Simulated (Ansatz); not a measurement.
**AlSi, sextet in cc-pVDZ: errors against full CI**

Geometry: that of the AlSi, quartet, kept fixed. The doublet lies 2.8 eV lower here.

```yaml
atoms:
  - { symbol: Si, position_ang: [0.0000, 0.0000, 0.0000] }
  - { symbol: Al, position_ang: [0.0000, 0.0000, 2.4162] }
```

Basis cc-pVDZ; Ansatz 0.2.0. Only valence electrons are correlated (noble-gas cores frozen), which leaves 7 electrons in 26 orbitals. R marks a restricted (for open shells ROHF) determinant, U an unrestricted one. Active spaces: valence = (7e, 8o) chosen from the atoms' valence shells.

Full CI is exact within this basis and frozen core; it isn't the basis-set limit. The frozen core follows each run's orbitals, which can shift R against U totals by a few meV.

For open shells CISD is restricted-active-space CI with the open shells as a complete middle space.

The UHF ⟨S²⟩ is 8.753, the T1 diagnostic (RCCSD) is 0.0349 and the largest doubles amplitude (RCCSD) is 0.073. The T1 diagnostic (UCCSD) is 0.0359.

```tsv
level	E − E(full CI) (mEh)	share of correlation (%)	wall time
RHF	94.82	0.00	–
UHF	93.92	0.94	–
RMP2	25.96	72.62	–
UMP2	26.25	72.31	–
CISD	5.44	94.26	1.8 s
RCCSD	4.82	94.92	–
UCCSD	4.82	94.92	–
RCCSD(T)	1.39	98.53	2 s
UCCSD(T)	1.39	98.54	2 s
BCCD(T)	1.36	98.57	2.2 s
RCCSDT	0.27	99.71	–
UCCSDT	0.25	99.73	–
RCCSDT(Q)	0.06	99.94	6.5 s
UCCSDT(Q)	0.03	99.97	6.5 s
CASSCF (valence space)	69.97	26.21	–
NEVPT2 (valence space)	21.15	77.69	1.7 s
MRCISD (valence space)	4.13	95.64	–
MRCISD+Q (valence space)	0.06	99.93	2.8 s
MRCISD+Q(relaxed) (valence space)	-0.94	100.99	3.4 s
```

The correlation energy at full CI, counted from RHF, is -2.580 eV. That run took 2.7 min on 1 thread of Arm Neoverse N1, shared host over 1,496,572 determinants.

Times hold each run's SCF and search for its determinant on a shared host, so for small cases they say little of a method's own cost; they ran on 1 thread of Arm Neoverse N1.

More than 5 meV below full CI, which no variational method can be: MRCISD+Q(relaxed) (valence space).

The full-CI state has the irrep B2 of C2v, in the program's axes (one component, if the state is degenerate).

Natural occupations of full CI about the gap: 1.919 1.005 0.990 0.981 0.980 0.973 0.033 0.025 0.016 0.011; effectively unpaired electrons, Σ n²(2−n)², 5.03.
